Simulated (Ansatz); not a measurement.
CH4BN, SMILES `B1CN1`. The species carries charge 0 and has multiplicity 1. The geometry is a stationary point of PBE0-D4/def2-TZVP.

```xyz
7

B     0.416    0.720   -0.470
C    -0.548    0.002    0.527
N     0.440   -0.617   -0.363
H     0.892    1.654   -1.019
H    -0.337   -0.038    1.595
H    -1.597   -0.166    0.284
H     0.735   -1.555   -0.555
```

(1) What is the dipole moment at PBE/def2-TZVPP? (An estimate is asked.)

(2) And with r2SCAN, B3LYP, ωB97M-V? (An estimate is asked.)

(3) Give the Mulliken charges with PBE, r2SCAN, B3LYP in def2-TZVPP. (Estimate.)

## Answers

(1) Computed: 1.25 D, with components (0.25, -1.22, -0.12) D in this frame, pointing from negative to positive charge.

(2) The calculation gave: r2SCAN 1.18 D, B3LYP 1.13 D, ωB97M-V 1.14 D.

(3) Ansatz gave: 
```json
{"atom": "B1", "PBE": "-0.05", "r2SCAN": "-0.03", "B3LYP": "-0.03"}
{"atom": "C2", "PBE": "-0.18", "r2SCAN": "-0.10", "B3LYP": "-0.19"}
{"atom": "N3", "PBE": "-0.14", "r2SCAN": "-0.18", "B3LYP": "-0.17"}
{"atom": "H4", "PBE": "0.02", "r2SCAN": "0.02", "B3LYP": "0.05"}
{"atom": "H5", "PBE": "0.08", "r2SCAN": "0.06", "B3LYP": "0.09"}
{"atom": "H6", "PBE": "0.08", "r2SCAN": "0.06", "B3LYP": "0.09"}
{"atom": "H7", "PBE": "0.18", "r2SCAN": "0.18", "B3LYP": "0.17"}
```

B3LYP here is the variant with VWN-RPA as its local correlation; programs differ in this.
